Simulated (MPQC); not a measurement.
# C2H3F3 (1,1,1-trifluoroethane) at SVWN5/cc-pVDZ

Aim: the energy change on altering one bond length of C2H3F3 (1,1,1-trifluoroethane) at SVWN5/cc-pVDZ, from 2 runs. 

The results are computed with MPQC 2.3.1.

13 further runs of the same task are left out: 3 that didn't finish, 10 set aside as unsound or not needed.

### 1 The molecule

C2H3F3 has 8 atoms, charge 0, and is taken as a singlet. As SMILES, `CC(F)(F)F`. The shape is that of a PBE0-D4/def2-TZVP optimisation.

Bond lengths: C1–C2 1.497 Å, C2–F3 1.341 Å, C2–F4 1.341 Å, C2–F5 1.341 Å, C1–H6 1.089 Å, C1–H7 1.089 Å, C1–H8 1.089 Å. Some angles: C1–C2–F3 111.8°, C1–C2–F4 111.8°, C1–C2–F5 111.8°, F3–C2–F4 107.1°, F3–C2–F5 107.1°, F4–C2–F5 107.1°, C2–C1–H6 109.3°, C2–C1–H7 109.3°, C2–C1–H8 109.3°, H6–C1–H7 109.7°.

### 2 A single-point energy at SVWN5/cc-pVDZ

Contents of mol.in:

```
molecule<Molecule>: (
    symmetry = c1
    unit = bohr
    { atoms geometry } = {
        C  [ -1.16293746 -0.26739625 0.89100587 ]
        C  [ 1.05371129 0.20768090 -0.80067696 ]
        F  [ 3.19892838 -0.72187538 0.17744528 ]
        F  [ 0.74681976 -0.86587251 -3.07590721 ]
        F  [ 1.42523144 2.68397801 -1.19033849 ]
        H  [ -0.83450306 0.63457003 2.71156802 ]
        H  [ -1.39461788 -2.29526135 1.15500061 ]
        H  [ -2.85839974 0.51608420 0.02645617 ]
    }
)
basis<GaussianBasisSet>: (
    name = "cc-pVDZ"
    molecule = $:molecule
    basisdir = "."
    puream = yes
)
mpqc: (
    checkpoint = no
    savestate = no
    restart = no
    do_energy = yes
    do_gradient = no
    optimize = no
    mole<CLKS>: (
        molecule = $:molecule
        basis = $:basis
        total_charge = 0
        memory = 1000000000
        print_evals = yes
        print_npa = yes
        maxiter = 120
        value_accuracy = 1e-08
        functional<StdDenFunctional>: ( name = "SVWN5" )
        integrator<RadialAngularIntegrator>: ( grid = xfine )
        guess_wavefunction<CLHF>: (
            molecule = $:molecule
            total_charge = 0
            memory = 1000000000
            value_accuracy = 1e-3
            basis<GaussianBasisSet>: (
                name = "STO-2G"
                molecule = $:molecule
            )
        )
    )
)
```

The basis set cc-pVDZ is read from a file made from the Basis Set Exchange's data (not shown).

The run is started by

```sh
$ mpqc mol.in > mol.out
```

Output:

```text
MPQC: Massively Parallel Quantum Chemistry
[...]
  Integrated electron density error = -0.004423943985
  iter     1 energy = -374.2549430936 delta = 1.57371e-01
  Integrated electron density error = -0.000061280853
  iter     2 energy = -374.6528988956 delta = 7.52165e-02
[...]
  Integrated electron density error = -0.000001547402
  iter    12 energy = -374.9616393019 delta = 2.54980e-07
  Integrated electron density error = -0.000001547401
  iter    13 energy = -374.9616393019 delta = 8.89837e-08
  Integrated electron density error = -0.000001547404
  iter    14 energy = -374.9616393019 delta = 4.09638e-08
  Integrated electron density error = -0.000001547402
  iter    15 energy = -374.9616393019 delta = 1.15602e-08
[...]
  LUMO is    22   A =   0.046037
  total scf energy = -374.9616393019
Value of the MolecularEnergy: -374.9616393019
[...]
        symmetry = c1
[...]
```

It took 35 s on 1 thread of Intel Xeon 6975P-C (Granite Rapids), shared host; peak memory 0.51 GiB.

### 3 The distorted shape at the same level

Contents of input.in:

```
% emacs should use -*- KeyVal -*- mode
molecule<Molecule>: (
  symmetry = c1
  unit = angstrom
  { atoms geometry } = {
    C  [ -1.201938      -0.267208       0.919129 ]
    C  [ 0.557600       0.109900      -0.423700 ]
    F  [ 1.692800      -0.382000       0.093900 ]
    F  [ 0.395200      -0.458200      -1.627700 ]
    F  [ 0.754200       1.420300      -0.629900 ]
    H  [ -1.028138       0.210092       1.882529 ]
    H  [ -1.324538      -1.340308       1.058829 ]
    H  [ -2.099138       0.147392       0.461629 ]
  }
)
basis<GaussianBasisSet>: (
  name = "cc-pVDZ"
  molecule = $:molecule
  basisdir = "."
  puream = yes
)
mpqc: (
  checkpoint = no
  savestate = no
  restart = no
  do_energy = yes
  do_gradient = no
  optimize = no
  mole<CLKS>: (
    molecule = $:molecule
    basis = $:basis
    total_charge = 0
    memory = 1000000000
    print_evals = yes
    print_npa = yes
    maxiter = 120
    value_accuracy = 1e-08
    functional<StdDenFunctional>: ( name = "SVWN5" )
    integrator<RadialAngularIntegrator>: ( grid = xfine )
    guess_wavefunction<CLHF>: (
      molecule = $:molecule
      total_charge = 0
      memory = 1000000000
      value_accuracy = 1e-3
      basis<GaussianBasisSet>: (
        name = "STO-3G"
        molecule = $:molecule
      )
    )
  )
)
```

The basis set cc-pVDZ is read from a file made from the Basis Set Exchange's data (not shown).

The run is started by

```sh
$ mpqc input.in > input.out
```

Output:

```text
MPQC: Massively Parallel Quantum Chemistry
[...]
  Integrated electron density error = -0.004307338692
  iter     1 energy = -374.2456451837 delta = 1.61324e-01
  Integrated electron density error = 0.000127914921
  iter     2 energy = -374.1954110444 delta = 6.69208e-02
[...]
  Integrated electron density error = -0.000000910630
  iter    13 energy = -374.8581705202 delta = 7.60631e-07
  Integrated electron density error = -0.000000910629
  iter    14 energy = -374.8581705203 delta = 3.77663e-07
  Integrated electron density error = -0.000000910629
  iter    15 energy = -374.8581705204 delta = 1.14529e-07
  Integrated electron density error = -0.000000910630
  iter    16 energy = -374.8581705204 delta = 4.77378e-08
[...]
  LUMO is    22   A =  -0.085305
  total scf energy = -374.8581705204
Value of the MolecularEnergy: -374.8581705204
[...]
        symmetry = c1
[...]
```

Wall time 35 s (1 thread of Intel Xeon 6975P-C (Granite Rapids), shared host); peak memory 0.51 GiB.

### 4 What came out

At SVWN5/cc-pVDZ:

```
                                                         quantity          value
                                        first shape: total energy  -374.96164 Eh
                                         first shape: HOMO energy       -8.86 eV
                                         first shape: LUMO energy        1.25 eV
                                       first shape: HOMO–LUMO gap       10.11 eV
                                    distorted shape: total energy  -374.85817 Eh
                                     distorted shape: HOMO energy       -7.26 eV
                                     distorted shape: LUMO energy       -2.32 eV
                                   distorted shape: HOMO–LUMO gap        4.94 eV
energy change with the C1–C2 bond stretched from 1.497 to 2.245 Å       2.816 eV
```

With the C1–C2 bond stretched from 1.497 to 2.245 Å the energy rises by 2.82 eV (65 kcal/mol). The first shape isn't relaxed at this level, so the change isn't measured from a minimum.
